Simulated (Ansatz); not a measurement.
bcc Cs was calculated with r²SCANh (Ansatz, an electronic-structure program, PAW).

Run with plane-wave cutoff 520 eV, 8×8×8 k mesh, Fermi–Dirac smearing 0.05 eV, scalar-relativistic PAW data made under PBE.

Computed at the level's own relaxed cell.

Q: Give the computed volume per atom, bulk modulus, lattice parameter a and pressure derivative B′ of the bulk modulus.

A: 
volume per atom: 124.94 Å³/atom
bulk modulus: 1.86 GPa
lattice parameter a: 6.299 Å
pressure derivative B′ of the bulk modulus: 3.6

Measured, for comparison: equilibrium volume per atom 110.12 Å³/atom, lattice constant a 6.039 Å (low-temperature or extrapolated to 0 K; zero-point anharmonic expansion removed; as tabulated in Csonka et al. (2009), arXiv:0903.4037); bulk modulus 2.11 GPa (corrected for temperature and zero-point phonon effects, our sources range from 2.11 to 2.35; as tabulated in Levämäki et al. (2014), arXiv:1402.3671). Computed (rounded) less measured: equilibrium volume per atom +13.5 %, bulk modulus -12 % (-12 % to -21 % over the range), lattice constant a +4.3 %.

Spin–orbit coupling is not included.

Computed values are for the static lattice.

It cost about 23 core-minutes (a rough figure) of CPU time.
